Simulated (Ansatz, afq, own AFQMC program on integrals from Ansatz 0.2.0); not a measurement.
**Where AFQMC and coupled cluster stand for NH⁻, doublet**

```tsv
atom	x (Å)	y (Å)	z (Å)
N	0.0000	0.0000	0.0000
H	0.0000	0.0000	2.7660
```

Basis 6-31++G**. Only valence electrons are correlated. Integrals, coupled cluster, full CI and functionals: Ansatz 0.2.0; the random walks run on the same integrals in our own AFQMC program. ph-AFQMC/CISD is guided by a CISD state made of CCSD amplitudes; releasing the constraint for a short imaginary time cuts its bias at the price of noise, slowly where states lie close. Error bars are statistical, one sigma.

Determinant: ROHF, the one that the program's search chose, which needn't be the lowest solution. The geometry is a point of a scan.

Full CI is exact in this basis; its frozen core comes from its own orbitals, which moves totals by up to a few meV.

Cautions: a spin-contaminated unrestricted determinant lies lower (UHF 1.75 eV lower, ⟨S²⟩ 1.83); strong correlation (T1 0.305, weight of the determinant 0.35, largest double 0.22); (T) is large, 9 % of the CCSD correlation; the CCSDTQ amplitudes may be one of several solutions (largest double 0.50); the released energies are still falling, so no released level is given (meV from the phaseless value at times in 1/Eh: -8 ± 4 at 0.24, -24 ± 5 at 0.51, -46 ± 7 at 0.99, -86 ± 13 at 1.62, -92 ± 5 at 2.40); CCSDTQ on the UHF determinant differs (969 meV lower), perhaps since the unrestricted series falls towards higher spin; full CI with its own frozen core; a state of higher spin lies lower (by 964 meV).

The T1 diagnostic is 0.3052 and the weight of the determinant in the CISD state is 0.349. The size of the correlated space is 7 electrons in 24 orbitals.

```
  level  correlation energy (eV)
    MP2                  -3.2853
   CCSD                  -5.1392
CCSD(T)                  -5.5767
```

Problem. Estimate where full CI lies against CCSD(T) in the same basis.

Solution. 0.15 kcal/mol above CCSD(T).

Reference: full CI, correlation energy -5.570 eV. CCSDTQ lies 6.0 meV above full CI, in part by the other frozen core, which shifts every row alike, so rows that close can't be ranked against it. The cautions show a poor starting determinant, so the rows tell how each method copes with it here, and full CI is the sure value.

| level | E − E(reference) (kcal/mol) | share of correlation (%) |
| --- | --- | --- |
| CCSD(T) | -0.15 | 100.11 |
| CCSDT | 1.42 | 98.89 |
| CCSDT(Q) | -0.85 | 100.66 |
| CCSDTQ | 0.14 | 99.89 |
| ph-AFQMC/CISD | 5.40 ± 0.07 | 95.79 |

CCSDT and higher add their correlation energy to the determinant of the CCSD(T) run, since their own runs factorise the integrals more tightly (a shift of under 2 meV). A walk keeps the symmetry of its determinant, which the program's search chose and which needn't be the lowest solution, so a lower state of the same spin and another symmetry isn't excluded.
